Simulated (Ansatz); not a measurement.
Ansatz (a first-principles code) input (CCSD(T)/aug-cc-pV(D+d)Z):
A basis named .json is the Basis Set Exchange file of that set.

Ansatz 0.2 input:
```yaml
crystal:
  periodic: [false, false, false]
  atoms:
    - {symbol: S, position_ang: [-0.00000000, -0.00000000, -0.07925565]}
    - {symbol: H, position_ang: [0.00000000, 0.00000000, 1.26809037]}
basis:
  gaussian:
    orbitals: aug-cc-pV_D+d_Z.json
magnetization: {spin_polarized: true, initial_magnetization: 1}
correlation: {method: ccsd_t, electrons: outside_noble_gas}
output: {forces: true}
```

End of the output:

```
398 factors; integrals over basis functions are off by at most 4.1e-4 eV
mean field: 0.07 GiB planned
mean field evaluation 1: about -10832.3345 eV, gradient 6.1e0 eV
mean field evaluation 2: about -10832.3344 eV, gradient 6.1e0 eV
mean field evaluation 4: about -10832.6933 eV, gradient 7.9e-1 eV
mean field evaluation 8: about -10832.7012 eV, gradient 1.0e-3 eV
mean field evaluation 16: about -10831.3965 eV, gradient 8.7e0 eV
mean field evaluation 32: about -10832.7011 eV, gradient 4.4e-2 eV
mean field -10832.70116257 eV, -398.0944250558 hartree, gradient 1.4e-6 eV, S^2 0.762012; 2 other end points of the search recorded, 0 dependent functions left out
5 core orbitals not correlated
reference -10832.70116257 eV, -398.0944250558 hartree; 4, 3 occupied and 32, 33 virtual orbitals, 398 factors
densities: 0.10 GiB planned
second order -3.31841248 eV of doubles, -0.00000000 eV of singles
coupled cluster: 0.08 GiB planned
cycle   1  -3.79448407 eV  change   -4.8e-1 eV  update   4.8e-2
cycle   2  -3.94588315 eV  change   -1.5e-1 eV  update   1.7e-2
cycle   3  -3.95753222 eV  change   -1.2e-2 eV  update   4.6e-3
cycle   4  -3.95774994 eV  change   -2.2e-4 eV  update   1.3e-3
cycle   5  -3.95761778 eV  change    1.3e-4 eV  update   5.1e-4
cycle   6  -3.95764211 eV  change   -2.4e-5 eV  update   1.5e-4
cycle   7  -3.95767533 eV  change   -3.3e-5 eV  update   4.3e-5
cycle   8  -3.95767662 eV  change   -1.3e-6 eV  update   1.4e-5
cycle   9  -3.95767342 eV  change    3.2e-6 eV  update   4.0e-6
cycle  10  -3.95767409 eV  change   -6.7e-7 eV  update   1.4e-6
perturbative correction -0.10012850 eV, -0.0036796546 hartree
the calculation of the forces begins
Total energy: -10836.75896516 eV, -398.2435465504 hartree
Atom 0 at    -0.000000    -0.000000    -0.079256 Å, force    -0.000000    -0.000000    -0.204428 eV/Å
Atom 1 at     0.000000     0.000000     1.268090 Å, force     0.000000    -0.000000     0.204428 eV/Å
Dipole moment:     0.000000     0.000000     0.158697 e Å
```
